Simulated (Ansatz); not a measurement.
A calculation with Ansatz (development build ahead of 0.2.0).

```yaml
crystal:
  periodic: [false, false, false]
  atoms:
    - { symbol: O, position_ang: [0.0, 0.29297, -1.40193] }
    - { symbol: S, position_ang: [0.0, -0.58595, 0.0] }
    - { symbol: O, position_ang: [0.0, 0.29297, 1.40193] }
basis:
  gaussian: { orbitals: def2-SVP }
total_charge: -1
magnetization:
  initial_magnetization: 1
hamiltonian:
  xc: hf
correlation:
  method: mp2
  frozen_orbitals: { O: 1, S: 5 }
```

The input is written out in the form of the current development build from the run's settings. Correlation on restricted open-shell orbitals is semicanonical, with singles.

The run gave:

- Converged: yes
- Reference energy: -546.90422 hartree
- Correlation energy: -0.52719 hartree
- Total energy: -547.43141 hartree
- Spin squared of the determinant: 0.750
- Stability test: minimum among restricted orbitals
- Occupied orbitals by symmetry in an Abelian subgroup (alpha; beta): 8 A1 1 A2 3 B1 5 B2; 8 A1 1 A2 2 B1 5 B2

Messages of the program:
```
mean field -14882.02195993 eV, -546.9042196307 hartree, gradient 6.0e-6 eV, S^2 0.750000; 2 other ends of a descent, 0 dependent functions left out
```

Caution: no diffuse functions for an anion.
